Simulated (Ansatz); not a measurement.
**Which is lower?**

Two relaxed structures of C2H3S (charge -1), closed shell (PBE0-D4/def2-TZVPD; forces vanish, vibrations not checked).

A:

C1  (-0.354, 0.135, 0.036)
C2  (0.372, -0.967, 0.309)
S3  (1.562, -0.663, 1.619)
H4  (-1.117, 0.088, -0.743)
H5  (2.122, -1.882, 1.679)
H6  (-0.267, 1.120, 0.525)
(Å)

B:

C1  (-0.013, 0.281, -0.239)
C2  (0.328, -0.903, 0.312)
S3  (1.212, -1.224, 1.755)
H4  (-0.006, -1.789, -0.239)
H5  (-0.580, 0.319, -1.166)
H6  (0.268, 1.223, 0.224)
(Å)

Ansatz 0.2.0; basis: def2-TZVPPD; cores frozen in the correlated methods. B3LYP uses VWN-RPA correlation.

**Question.** Which structure is lower at CCSD(T), and by how much? (Judge from chemistry; the value comes from the calculation.)

**Answer.** Computed: B, by 184.0 kJ/mol (electronic energy, against the other). By their contacts, A is C₂H₃S ([CH2][C][SH]), total charge -1 and B is C₂H₃S ([CH2][CH][S]), total charge -1.

All methods give the same order:

| method | E(B) − E(A) (kJ/mol) |
| --- | --- |
| PBE-D4 | -184.9 |
| r2SCAN-D4 | -188.8 |
| PBE0-D4 | -189.9 |
| B3LYP-D4 | -188.9 |
| wB97M-V | -183.3 |
| HF | -195.2 |
| MP2 | -190.6 |
| CCSD | -186.0 |
| CCSD(T) | -184.0 |

No T1 diagnostic of these runs exceeds 0.016.

Labels in which every atom is bracketed show which atoms are joined, not bond orders.

For scale, one of the runs: CCSD(T)/def2-TZVPPD, 176 basis functions, launched by `ansatz run in.yaml --threads 2 --pin off --events-out ev --progress --plain --max-ram 4352MiB`. Hardware: 2 CPU threads of an Arm Neoverse V2, shared host. Wall time 28 s; peak host memory 1.6 GiB.
